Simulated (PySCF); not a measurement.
Species, as SMILES: C(Cl)Cl.
Geometry (B3LYP-D3(BJ)/def2-TZVP, fixed):
```xyz
5

C      0.0039     0.0052     0.7673
Cl    -0.0175     1.4825    -0.2263
Cl     0.0153    -1.4855    -0.2061
H     -0.8904    -0.0005     1.3784
H      0.9045     0.0193     1.3690
```

Basis-set convergence of the lowest singlet excitation energy at PBE0 with PySCF. Tamm-Dancoff approximation; the state is taken by its order, and sets in which it differs in degeneracy or brightness are left out, yet its character can still change. All functions are spherical. Density fitting with generated auxiliary sets. In sets without p functions on hydrogen, species with hydrogen take exact integrals. No added dispersion term, no relativity. Reference: the value in aug-pcseg-2, 6.659 eV, itself unsure by roughly 0.025 eV (its distance from aug-cc-pV(T+d)Z). Deviations are taken from unrounded values. Cost is core time over that of pcseg-1, rough, on shared machines of one kind; a dash marks a row that isn't timed (too short, read off another run, short of memory, by another algorithm or on other hardware).

```
basis            functions  lowest singlet excitation energy (eV)  minus reference (eV)  cost
---------------  ---------  -------------------------------------  --------------------  ----
3-21G                   39                                  7.092                 0.433     -
6-31G*                  54                                  6.966                 0.307     -
def2-SV(P)              54                                  7.275                 0.616     -
pcseg-1                 60                                  6.909                 0.250    1×
6-31+G*                 66                                  6.771                 0.112     -
6-311G**                82                                  6.931                 0.272    2×
def2-SVPD               90                                  6.825                 0.166    2×
aug-pcseg-1             95                                  6.736                 0.077    2×
6-311++G(2d,2p)        117                                  6.656                -0.003    4×
def2-TZVPD             147                                  6.648                -0.011    6×
aug-pcseg-2            192                                  6.659                 0.000   10×
aug-cc-pV(T+d)Z        202                                  6.633                -0.025   10×
def2-QZVPP             257                                  6.695                 0.036   20×
```
